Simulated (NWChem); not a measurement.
**CH5BN (SMILES B[N]C) at UHF/STO-3G**

Aim: the vertical ionisation energy of CH5BN at UHF/STO-3G, from 2 runs. The job is set up through an ASE script.

The calculation is run with NWChem 7.3.0.

4 further runs of the same task are left out: 2 that didn't finish, 2 set aside as unsound or not needed.

**1. Starting point**

CH5BN has 8 atoms, charge 0, and is taken as a doublet. SMILES: `B[N]C`. Geometry: relaxed at PBE0-D4/def2-TZVP.

Bond lengths: B1–N2 1.332 Å, N2–C3 1.390 Å, B1–H4 1.210 Å, B1–H5 1.203 Å, C3–H6 1.096 Å, C3–H7 1.096 Å, C3–H8 1.102 Å. Angles: B1–N2–C3 164.6°, N2–B1–H4 118.7°, N2–B1–H5 121.1°, N2–C3–H6 112.2°, N2–C3–H7 112.2°, N2–C3–H8 109.0°, H4–B1–H5 120.3°, H6–C3–H7 109.2°, H6–C3–H8 107.0°, H7–C3–H8 107.0°.

**2. Energy and forces at UHF/STO-3G**

The input, run.py:

```python
from ase import Atoms
from ase.calculators.nwchem import NWChem

mol = Atoms('BNCHHHHH', positions=[
    [-0.373900, 1.096100, -0.965000],
    [0.058500, 0.275600, -0.008700],
    [0.339600, -0.835900, 0.776800],
    [-1.007800, 0.632300, -1.885400],
    [-0.143000, 2.276400, -0.921600],
    [-0.096400, -0.755000, 1.778600],
    [1.416200, -1.018200, 0.865300],
    [-0.101000, -1.728600, 0.304400],
])

calc = NWChem(
    label='work',
    theory='scf',
    memory='2200 mb',
    basis='STO-3G',
    basispar='spherical bse',
    scf={'nopen': '1', 'uhf': None, 'thresh': '1e-08', 'maxiter': '80'},
)
mol.calc = calc

forces = mol.get_forces()
print(f"energy = {mol.get_potential_energy():.6f} eV")
print("forces (eV/A):")
for s, f in zip(mol.symbols, forces):
    print(f"{s:2s} {f[0]:10.5f} {f[1]:10.5f} {f[2]:10.5f}")
```

On the command line:

```console
$ export ASE_NWCHEM_COMMAND="nwchem PREFIX.nwi > PREFIX.nwo"
$ python run.py
```

What it wrote:

```text
energy = -3221.814078 eV
forces (eV/A):
B    -0.81401    1.02248   -1.64905
N    -0.26961    2.21840   -1.08511
C     0.37389   -2.80405    1.43246
H     0.75868    0.57197    1.09688
H    -0.21577   -1.36284    0.03497
H     0.12316    0.04736   -0.02314
H    -0.05914    0.07965    0.08834
H     0.10279    0.22708    0.10464
```

The calculator wrote work.nwi:

```
title "work"

permanent_dir work

scratch_dir work

start work

geometry units angstrom nocenter noautosym noautoz
  B  -3.7390000000000001e-01 1.0961000000000001e+00 -9.6499999999999997e-01
  N  5.8500000000000003e-02 2.7560000000000001e-01 -8.6999999999999994e-03
  C  3.3960000000000001e-01 -8.3589999999999998e-01 7.7680000000000005e-01
  H  -1.0078000000000000e+00 6.3229999999999997e-01 -1.8854000000000000e+00
  H  -1.4299999999999999e-01 2.2764000000000002e+00 -9.2159999999999997e-01
  H  -9.6400000000000000e-02 -7.5500000000000000e-01 1.7786000000000000e+00
  H  1.4161999999999999e+00 -1.0182000000000000e+00 8.6529999999999996e-01
  H  -1.0100000000000001e-01 -1.7285999999999999e+00 3.0440000000000000e-01
end

memory 2200 mb

basis spherical bse noprint
   * library STO-3G
end

scf
  nopen 1
  uhf
  thresh 1e-08
  maxiter 80
end

task scf gradient
```

work.nwo:

```text
Northwest Computational Chemistry Package (NWChem) 7.3.0
             --------------------------------------------------------

           Job information
           ---------------

    nwchem branch   = 7.3.0
    use scalapack   = T
    input           = work.nwi
    prefix          = work.
    data base       = work/work.db
    status          = startup
    nproc           =        1

           Memory information
           ------------------

    heap     =     72089596 doubles =      550.0 Mbytes
    stack    =     72089601 doubles =      550.0 Mbytes
    global   =    144179200 doubles =     1100.0 Mbytes (distinct from heap & stack)
    total    =    288358397 doubles =     2200.0 Mbytes
    verify   = yes
    hardfail = no

           Directory information
           ---------------------

  0 permanent = work
  0 scratch   = work

                                NWChem Input Module
                                -------------------

                                       work
                                       ----

 Scaling coordinates for geometry "geometry" by  1.889725989
 (inverse scale =  0.529177249)

                             Geometry "geometry" -> ""
                             -------------------------

 Output coordinates in angstroms (scale by  1.889725989 to convert to a.u.)

  No.       Tag          Charge          X              Y              Z
 ---- ---------------- ---------- -------------- -------------- --------------
    1 B                    5.0000    -0.37390000     1.09610000    -0.96500000
    2 N                    7.0000     0.05850000     0.27560000    -0.00870000
    3 C                    6.0000     0.33960000    -0.83590000     0.77680000
[... 4 lines of this table left out ...]
    8 H                    1.0000    -0.10100000    -1.72860000     0.30440000

      Atomic Mass
      -----------

[... 7 lines left out ...]
            Nuclear Dipole moment (a.u.)
[... 95 lines left out ...]
         Quadratically convergent UHF
[... 1 line left out ...]
 Convergence threshold     :          1.000E-08
[... 13 lines left out ...]
       Final UHF  results
[... 2 lines left out ...]
         Total SCF energy =   -118.399484514704
      One electron energy =   -286.154843530019
      Two electron energy =    103.896709078162
 Nuclear repulsion energy =     63.858649937153
[... 7 lines left out ...]
          Final alpha eigenvalues
[... 24 lines left out ...]
          Final beta eigenvalues
[... 24 lines left out ...]
                    UHF Final Alpha Molecular Orbital Analysis
[... 153 lines left out ...]
                     UHF Final Beta Molecular Orbital Analysis
[... 185 lines left out ...]
   Mulliken analysis of the beta density
   -------------------------------------

    Atom       Charge   Shell Charges
 -----------   ------   -------------------------------------------------------
    1 B    5     2.54   1.00  0.46  1.08
    2 N    7     3.05   1.00  0.70  1.35
    3 C    6     3.12   1.00  0.59  1.53
[... 4 lines of this table left out ...]
    8 H    1     0.42   0.42

   Mulliken analysis of the spin density
   -------------------------------------

    Atom       Charge   Shell Charges
 -----------   ------   -------------------------------------------------------
    1 B    5    -0.31  -0.00 -0.06 -0.25
    2 N    7     1.16   0.00  0.11  1.06
    3 C    6    -0.15  -0.00 -0.03 -0.12
[... 4 lines of this table left out ...]
    8 H    1     0.07   0.07

       Multipole analysis of the density wrt the origin
       ------------------------------------------------

     L   x y z        total         alpha         beta         nuclear
     -   - - -        -----         -----         ----         -------
     0   0 0 0     -0.000000    -12.000000    -11.000000     23.000000

     1   1 0 0      0.201202     -0.575440     -0.443364      1.220007
[... 8 lines of this table left out ...]
     2   0 0 2    -14.161580    -37.495703    -36.252889     59.587013

                              NWChem Gradients Module
                              -----------------------

                                       work

  wavefunction    =   UHF

                         UHF ENERGY GRADIENTS

    atom               coordinates                        gradient
                 x          y          z           x          y          z
   1 B      -0.706569   2.071329  -1.823586    0.015830  -0.019884   0.032069
   2 N       0.110549   0.520808  -0.016441    0.005243  -0.043141   0.021102
   3 C       0.641751  -1.579622   1.467939   -0.007271   0.054530  -0.027857
[... 4 lines of this table left out ...]
   8 H      -0.190862  -3.266580   0.575233   -0.001999  -0.004416  -0.002035

                 ----------------------------------------
                 |  Time  |  1-e(secs)   |  2-e(secs)   |
                 ----------------------------------------
                 |  CPU   |       0.00   |       0.16   |
                 ----------------------------------------
                 |  WALL  |       0.00   |       0.16   |
                 ----------------------------------------

 Task  times  cpu:        1.2s     wall:        1.2s
 Total times  cpu:        1.2s     wall:        1.2s
```

Wall time 2.4 s (1 thread of Intel Xeon 6975P-C (Granite Rapids), shared host); peak memory 0.1 GiB.

**3. The singlet cation: the energy at HF/STO-3G**

The input, run.xyz:

```xyz
8
CH5BN energy
B     -0.373900     1.096100    -0.965000
N      0.058500     0.275600    -0.008700
C      0.339600    -0.835900     0.776800
H     -1.007800     0.632300    -1.885400
H     -0.143000     2.276400    -0.921600
H     -0.096400    -0.755000     1.778600
H      1.416200    -1.018200     0.865300
H     -0.101000    -1.728600     0.304400
```

The input, run.py:

```python
from ase.io import read
from ase.calculators.nwchem import NWChem

molecule = read('run.xyz')

calc = NWChem(
    label='run',
    theory='scf',
    memory='2200 mb',
    basis='STO-3G',
    basispar='spherical bse',
    charge=1,
    scf={'nopen': '0', 'rhf': None, 'thresh': '1e-08', 'maxiter': '80', 'print': 'low'},
    task='energy',
)
molecule.calc = calc

print("Total energy (eV):", round(molecule.get_potential_energy(), 6))
```

On the command line:

```console
$ export ASE_NWCHEM_COMMAND="nwchem PREFIX.nwi > PREFIX.nwo"
$ python run.py
```

What it wrote:

```text
Total energy (eV): -3213.67347
```

The calculator wrote run.nwi:

```
title "run"

permanent_dir run

scratch_dir run

start run

geometry units angstrom nocenter noautosym noautoz
  B  -3.7390000000000001e-01 1.0961000000000001e+00 -9.6499999999999997e-01
  N  5.8500000000000003e-02 2.7560000000000001e-01 -8.6999999999999994e-03
  C  3.3960000000000001e-01 -8.3589999999999998e-01 7.7680000000000005e-01
  H  -1.0078000000000000e+00 6.3229999999999997e-01 -1.8854000000000000e+00
  H  -1.4299999999999999e-01 2.2764000000000002e+00 -9.2159999999999997e-01
  H  -9.6400000000000000e-02 -7.5500000000000000e-01 1.7786000000000000e+00
  H  1.4161999999999999e+00 -1.0182000000000000e+00 8.6529999999999996e-01
  H  -1.0100000000000001e-01 -1.7285999999999999e+00 3.0440000000000000e-01
end

charge 1

memory 2200 mb

basis spherical bse noprint
   * library STO-3G
end

scf
  nopen 0
  rhf
  thresh 1e-08
  maxiter 80
  print low
end

task scf energy
```

run.nwo:

```text
Northwest Computational Chemistry Package (NWChem) 7.3.0
             --------------------------------------------------------

           Job information
           ---------------

    nwchem branch   = 7.3.0
    use scalapack   = T
    input           = run.nwi
    prefix          = run.
    data base       = run/run.db
    status          = startup
    nproc           =        1

           Memory information
           ------------------

    heap     =     72089598 doubles =      550.0 Mbytes
    stack    =     72089595 doubles =      550.0 Mbytes
    global   =    144179200 doubles =     1100.0 Mbytes (distinct from heap & stack)
    total    =    288358393 doubles =     2200.0 Mbytes
    verify   = yes
    hardfail = no

           Directory information
           ---------------------

  0 permanent = run
  0 scratch   = run

                                NWChem Input Module
                                -------------------

                                        run
                                        ---

 Scaling coordinates for geometry "geometry" by  1.889725989
 (inverse scale =  0.529177249)

                             Geometry "geometry" -> ""
                             -------------------------

 Output coordinates in angstroms (scale by  1.889725989 to convert to a.u.)

  No.       Tag          Charge          X              Y              Z
 ---- ---------------- ---------- -------------- -------------- --------------
    1 B                    5.0000    -0.37390000     1.09610000    -0.96500000
    2 N                    7.0000     0.05850000     0.27560000    -0.00870000
    3 C                    6.0000     0.33960000    -0.83590000     0.77680000
[... 4 lines of this table left out ...]
    8 H                    1.0000    -0.10100000    -1.72860000     0.30440000

      Atomic Mass
      -----------

      B                 11.009310
      N                 14.003070
      C                 12.000000
      H                  1.007825

 Effective nuclear repulsion energy (a.u.)      63.8586499372

            Nuclear Dipole moment (a.u.)
            ----------------------------
        X                 Y               Z
 ---------------- ---------------- ----------------
     1.2200070982     3.4037744506    -0.1583590378

            XYZ format geometry
            -------------------
     8
 geometry
 B                    -0.37390000     1.09610000    -0.96500000
 N                     0.05850000     0.27560000    -0.00870000
 C                     0.33960000    -0.83590000     0.77680000
[... 4 lines of this table left out ...]
 H                    -0.10100000    -1.72860000     0.30440000

 ==============================================================================
                                internuclear distances
 ------------------------------------------------------------------------------
       center one      |      center two      | atomic units |  angstroms
 ------------------------------------------------------------------------------
    2 N                |   1 B                |     2.51745  |     1.33218
    3 C                |   2 N                |     2.62628  |     1.38977
    4 H                |   1 B                |     2.28655  |     1.20999
    5 H                |   1 B                |     2.27420  |     1.20346
    6 H                |   3 C                |     2.07030  |     1.09556
    7 H                |   3 C                |     2.07021  |     1.09551
    8 H                |   3 C                |     2.08231  |     1.10191
 ------------------------------------------------------------------------------
                         number of included internuclear distances:          7
 ==============================================================================

 ==============================================================================
                                 internuclear angles
 ------------------------------------------------------------------------------
        center 1       |       center 2       |       center 3       |  degrees
 ------------------------------------------------------------------------------
    2 N                |   1 B                |   4 H                |   118.69
    2 N                |   1 B                |   5 H                |   121.06
    4 H                |   1 B                |   5 H                |   120.26
    1 B                |   2 N                |   3 C                |   164.57
    2 N                |   3 C                |   6 H                |   112.17
    2 N                |   3 C                |   7 H                |   112.18
    2 N                |   3 C                |   8 H                |   108.95
    6 H                |   3 C                |   7 H                |   109.24
    6 H                |   3 C                |   8 H                |   107.02
    7 H                |   3 C                |   8 H                |   107.02
 ------------------------------------------------------------------------------
                            number of included internuclear angles:         10
 ==============================================================================

                                 NWChem SCF Module
                                 -----------------

                                        run

  ao basis        = "ao basis"
  functions       =    20
  atoms           =     8
  closed shells   =    11
  open shells     =     0
  charge          =   1.00
  wavefunction    = RHF
  input vectors   = atomic
  output vectors  = run/run.movecs
  use symmetry    = F
  symmetry adapt  = F

 Forming initial guess at       0.0s

 Starting SCF solution at       0.1s

       Final RHF  results
       ------------------

         Total SCF energy =   -118.100322695001
      One-electron energy =   -278.791387100268
      Two-electron energy =     96.832414468115
 Nuclear repulsion energy =     63.858649937153

        Time for solution =      0.8s

 Task  times  cpu:        0.8s     wall:        0.8s
 Total times  cpu:        0.8s     wall:        0.8s
```

It took 1.9 s on 1 thread of Intel Xeon 6975P-C (Granite Rapids), shared host; peak memory 0.1 GiB.

**4. What came out**

At UHF/STO-3G:

| quantity | value |
| --- | --- |
| doublet CH5BN: total energy | -118.39948 Eh |
| doublet CH5BN: dipole moment | 2.11 D |
| doublet CH5BN: HOMO energy (highest over α and β) | -8.69 eV |
| doublet CH5BN: LUMO energy (lowest over α and β) | 7.06 eV |
| doublet CH5BN: ⟨S²⟩ | 0.783 |
| doublet CH5BN: largest force on an atom | 3.171 eV/Å |
| singlet cation: total energy | -118.10032 Eh |
| vertical ionisation energy (to the singlet cation) | 8.141 eV |

**Reading.** Removing an electron at fixed nuclei costs 8.14 eV (785 kJ/mol). The largest force (doublet CH5BN) is 3.17 eV/Å: the shape isn't a stationary point for this species at this level. Only the singlet of the ionised species was computed; a triplet could lie lower. In a minimal basis such a difference can be off by several eV, whatever the method. Mulliken charges (doublet CH5BN) run from -0.26 on N2 to +0.23 on B1.
